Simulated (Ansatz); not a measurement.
# C₂H₂O: up Jacob's ladder to CCSD(T)

An exercise on one series of results from a longer session: the logs are not shown, and one member is left open.

The runs use Ansatz 0.2.0, Gaussian basis; functionals in def2-TZVPP, the program's frozen cores in correlated methods.

Plan: LDA (SPW92), PBE-D4, revPBE-D4, BLYP-D4, r2SCAN-D4, B97M-V, PBE0-D4, B3LYP-D4, r2SCANh-D4, r2SCAN0-D4, HSE06-D4, BHLYP-D4, CAM-B3LYP-D4, LC-ωPBE, ωB97X-V, ωB97M-V, B2PLYP, PBE-QIDH; CCSD(T)/def2-SVP; CCSD(T)/def2-TZVPP; MP2/def2-QZVPP; extrapolation to the limit; RPA on PBE.

1 further run of the same task is left out (it didn't finish).

## Structure used throughout

The geometry comes from an earlier relaxation with PBE0-D4 in a triple-zeta def2 set; it is a stationary point.

5 atoms, charge 0, spin multiplicity 1.

Atoms are counted from 1 here; the program's logs count them from 0.

Bond lengths: C1–C2 1.348 Å, C1–O3 1.262 Å, C1–H4 1.091 Å, C2–H5 1.086 Å. Angles: C2–C1–O3 90.8°, C2–C1–H4 141.0°, O3–C1–H4 127.7°, C1–C2–H5 122.3°.

As a file:

```csv
atom,x (Å),y (Å),z (Å)
C1,-0.4167,-0.2653,-0.1899
C2,0.2610,0.6904,0.4759
O3,0.2546,-1.1666,0.3840
H4,-1.2748,-0.3916,-0.8510
H5,1.2259,1.0593,0.1396
```

Set-up of the first run:

Input file in.yaml:

```yaml
crystal:
  periodic: [false, false, false]
  atoms:
    - {symbol: C, position_ang: [-0.416670, -0.265255, -0.189918]}
    - {symbol: C, position_ang: [0.261004, 0.690431, 0.475868]}
    - {symbol: O, position_ang: [0.254570, -1.166577, 0.384047]}
    - {symbol: H, position_ang: [-1.274781, -0.391553, -0.850994]}
    - {symbol: H, position_ang: [1.225877, 1.059253, 0.139597]}
basis:
  gaussian: {orbitals: def2-TZVPP}
hamiltonian: {xc: lda}
output: {orbitals: {seedname: orbitals}}
```

Command:

```
$ ansatz run in.yaml --threads 2 --pin off --events-out ev --progress --plain --max-ram 4352MiB
```

Steps of the session up to this table: LDA; PBE-D4 (GGA); revPBE-D4 (GGA); BLYP-D4 (GGA); r2SCAN-D4 (meta-GGA); B97M-V (meta-GGA); B3LYP-D4 (hybrid); r2SCANh-D4 (hybrid); r2SCAN0-D4 (hybrid); HSE06-D4 (hybrid); BHLYP-D4 (hybrid); CAM-B3LYP-D4 (range-separated); LC-ωPBE (range-separated); ωB97X-V (range-separated); ωB97M-V (range-separated); B2PLYP (double hybrid); PBE-QIDH (double hybrid).

One table of the session follows, with a row left open; its other results are not shown here.

It belongs to the step «Frontier levels by functional». 

```
  functional  HOMO (eV)  LUMO (eV)  gap (eV)
 LDA (SPW92)      -5.80      -3.33      2.47
      PBE-D4      -5.64      -3.03      2.61
   revPBE-D4      -5.59      -2.92      2.67
     BLYP-D4      -5.55      -2.90      2.65
   r2SCAN-D4      -5.88      -2.71      3.17
      B97M-V      -5.97      -2.54      3.43
     PBE0-D4      -6.93      -1.84      5.09
    B3LYP-D4      -6.74      -2.12      4.61
  r2SCANh-D4      -6.36      -2.28      4.09
  r2SCAN0-D4      -7.09      -1.64      5.45
    HSE06-D4      -6.52      -2.23      4.29
    BHLYP-D4      -8.15      -0.58      7.57
CAM-B3LYP-D4      -8.34      -0.65      7.69
     LC-ωPBE      -9.68       0.64     10.32
     ωB97X-V          ?          ?         ?
     ωB97M-V      -9.21       0.45      9.66
```

Estimate the missing values for ωB97X-V.

The run gave: HOMO (eV): -9.31; LUMO (eV): 0.58; gap (eV): 9.88. In the column «HOMO (eV)» it lies between LC-ωPBE (-9.68) and ωB97M-V (-9.21).
